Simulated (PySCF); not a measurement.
B3LYP has the VWN-RPA correlation part, as in Gaussian. 

## C₃H₇, SMILES `C[CH]C` (charge 0, multiplicity 2)

Level of theory: B3LYP-D3(BJ)/def2-TZVP run with PySCF 2.14.0.

```
Item                                             Result
-----------------------------  ------------------------
highest occupied spin orbital                  -5.08 eV
dipole moment                                    0.20 D
total energy                               -118.5358 Ha
cost                           roughly 2.2 core-minutes
```

```xyz
10

C      1.2737    -0.2425    -0.0651
C      0.0501     0.5996    -0.0654
C     -1.2961    -0.0168     0.0530
H      2.1649     0.3276    -0.3308
H      1.4608    -0.6935     0.9225
H      1.1834    -1.0809    -0.7652
H      0.1495     1.6712     0.0520
H     -1.4145    -0.8572    -0.6404
H     -1.4709    -0.4295     1.0596
H     -2.0948     0.7000    -0.1420
```
Charge 0, spin multiplicity 2.
